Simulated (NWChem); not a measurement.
System: CHO cation

```xyz
3

C      0.0000     0.0000    -0.5149
O      0.0000     0.0000     0.5895
H      0.0000     0.0000    -1.6262
```
Atoms are numbered in this order, from 1.

Program: NWChem. Structure relaxed at the PBE0/def2-SVP level.

Q: Taking B3LYP/pcseg-2 as the yardstick, which of these has the fewest basis functions while keeping “highest occupied level (eV)” within 0.1 eV of it: B3LYP/STO-3G; B3LYP/def2-SVP; B3LYP/pcseg-1; B3LYP/aug-pcseg-1?

A: B3LYP/pcseg-1.
| level | basis functions | highest occupied level (eV) |
|---|---|---|
| B3LYP/STO-3G | 11 | -22.93 |
| B3LYP/pcseg-1 | 33 | -22.61 |
| B3LYP/def2-SVP | 33 | -22.65 |
| B3LYP/aug-pcseg-1 | 55 | -22.54 |
| B3LYP/pcseg-2 | 74 | -22.53 |

The yardstick is one finite set, not the basis-set limit.
